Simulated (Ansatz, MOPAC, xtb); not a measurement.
Barrier height from H + H2 to the transition structure H3, without zero-point energy, on the benchmark's geometries as Psi4's copy of the set gives them.
Transition structure (charge 0, multiplicity 2):
| atom | x (Å) | y (Å) | z (Å) |
|---|---|---|---|
| H | 0.0000 | 0.0000 | 0.0000 |
| H | 0.0000 | 0.0000 | 0.9295 |
| H | 0.0000 | 0.0000 | -0.9295 |

Open shells are unrestricted; no spin–orbit coupling.

The state reached by PM6 isn't checked.

Codes used: Ansatz (an electronic-structure program) with Gaussian orbitals; MOPAC for PM6 (differences of heats of formation); xtb for the GFN methods. Values without a source in brackets are computed. The GFN methods have no spin term and hold the electronic entropy of 300 K.

| level | barrier height (eV) |
|---|---|
| PM6 | -0.526 |
| GFN2-xTB | -0.175 |
| HF/aug-cc-pVDZ | 0.729 |
| PBE0/def2-TZVPPD | 0.244 |
| MP2/aug-cc-pVTZ | 0.568 |
| SCS-MP2/aug-cc-pVTZ | 0.578 |
| CCSD/cc-pVDZ | 0.452 |
| CCSD/aug-cc-pVTZ | 0.437 |
| CCSD(T)/aug-cc-pVQZ | … |

### Question
What belongs in the gaps?

### Answer

- CCSD(T)/aug-cc-pVQZ, barrier height (eV): 0.421
